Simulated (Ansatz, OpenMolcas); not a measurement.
## From OpenMolcas to Ansatz

OpenMolcas 26.06 runs this on quartet BH2:

run.input:
```
* BH2 Hartree-Fock
>>> EXPORT MOLCAS_PRINT=2

&GATEWAY
  BasLib=$CurrDir
  Coord
  3
  angstrom
  B        0.262840      -0.166230       0.128640
  H        0.280020       0.985320       0.260980
  H       -0.542860      -0.819090      -0.389630
  Basis=3-21G
  Group=NoSym

&SEWARD

&SCF
  UHF
  Spin=4
  Thresholds=1e-10 1e-07 1e-07 1e-05
  PrOrbitals=1 1
```

```bash
$ export MOLCAS_MEM=1860
$ pymolcas run.input > run.log
```

(Basis files named in the input come from the Basis Set Exchange and aren't shown.)

The shape is that of a GFN2-xTB optimisation. That shape belongs to the parent species and isn't relaxed for this state.

Without diffuse functions such a state is poorly described.

It gives a total energy of -25.403633 Eh.

**Question.** Write the same calculation for Ansatz 0.2.0 as an input file of the program's own.

**Answer.** One way, which was run:

input.yaml:
```yaml
crystal:
  periodic: [false, false, false]
  atoms:
    - symbol: B
      position_ang: [0.262840, -0.166230, 0.128640]
    - symbol: H
      position_ang: [0.280020, 0.985320, 0.260980]
    - symbol: H
      position_ang: [-0.542860, -0.819090, -0.389630]
basis:
  gaussian:
    orbitals: 3-21G.json
accuracy: high
magnetization:
  spin_polarized: true
  initial_magnetization: 3
hamiltonian:
  xc: hf
```

```bash
$ ansatz run input.yaml --threads 1 --pin off --max-ram 2610MiB --events-out events.jsonl --progress --plain --runs-dir runs
```

(Basis files named in the input come from the Basis Set Exchange and aren't shown.)

Its energy is -25.403633 Eh, 0.000 mEh from the first.
